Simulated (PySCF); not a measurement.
**Working out the ionisation energy of P**

P [Ne] 3s2 3p3 (4S) → P⁺ [Ne] 3s2 3p2 (3P). All numbers are calculated (PySCF 2.14, the spin-free X2C one-electron Hamiltonian (Gaussian nucleus), in cc-pVDZ-DK (4s3p1d, 18 functions)). Frozen: [Ne]. Energies in hartree (1 hartree = 27.21139 eV):

```csv
part,P (lower),P⁺ (upper)
UHF,-341.523395,-341.158774
CCSD correlation,-0.081200,-0.069854
(T),-0.001009,-0.000909
```

Task: What does Hartree-Fock give?

Result: (-341.158774) − (-341.523395) = 0.364621 hartree = 9.922 eV.

Task: What do CCSD and CCSD(T) give?

Result: The CCSD correlation energies differ by 0.011346 hartree = 0.309 eV and the triples by 0.000100 hartree = 0.003 eV, so CCSD gives 10.231 eV and CCSD(T) 10.234 eV.

Measured between the centres of the two terms (NIST): 10.526 eV, so CCSD(T) (valence) is off by -0.292 eV.

A double-zeta basis recovers only part of the correlation energy.

What remains against the reference includes basis incompleteness, the frozen core and higher excitations.
